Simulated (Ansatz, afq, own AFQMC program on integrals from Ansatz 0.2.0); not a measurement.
# Where AFQMC and coupled cluster stand for H$_{2}$Cl, doublet

| atom | x (Å) | y (Å) | z (Å) |
| --- | --- | --- | --- |
| Cl | 0.0000 | 0.0000 | -1.2253 |
| H | 0.0000 | 0.0000 | 0.1367 |
| H | 0.0000 | 0.0000 | 1.0887 |

Basis cc-pVTZ. Only valence electrons are correlated. Ansatz 0.2.0 and our own AFQMC program on the same integrals; the CISD trial comes from CCSD amplitudes, and released means the phaseless constraint is let go. Error bars are statistical, one sigma.

Determinant: UHF, the one that the program's search chose, which needn't be the lowest solution. The geometry is a point of a scan.

No full CI on the walks' own integrals is used here; CCSDT(Q) serves as the reference and is uncertain by about the last step of the cluster series.

Cautions: the released energies move by 1.5 errors or more from one time to the next, so no released level is given (meV from the phaseless value at times in 1/Eh: 0.3 ± 1.8 at 0.24, -3.3 ± 2.3 at 0.51, -5.5 ± 1.9 at 0.99, -5 ± 3 at 1.62, -11 ± 3 at 2.40), though the last usable value meets CCSDT(Q) within the noise.

* T1 diagnostic: 0.0126
* weight of the determinant in the CISD state: 0.909
* ⟨S²⟩ of the determinant: 0.778
* size of the correlated space: 9 electrons in 57 orbitals

```
  level  correlation energy (eV)
    MP2                  -5.7569
   CCSD                  -6.4092
CCSD(T)                  -6.6389
```

(1) Estimate where phaseless AFQMC with a CISD trial lies against CCSD(T) on the same integrals.

(1) 0.51 ± 0.06 kcal/mol below CCSD(T).

Reference: CCSDT(Q), correlation energy -6.666 eV.

```csv
level,E − E(reference) (kcal/mol),share of correlation (%)
CCSD(T),0.62,99.59
CCSDT,0.22,99.86
ph-AFQMC/HF,-0.46 ± 0.29,100.30
ph-AFQMC/CISD,0.12 ± 0.06,99.92
```

A walk keeps the symmetry of its determinant, which the program's search chose and which needn't be the lowest solution, so a lower state of the same spin and another symmetry isn't excluded.
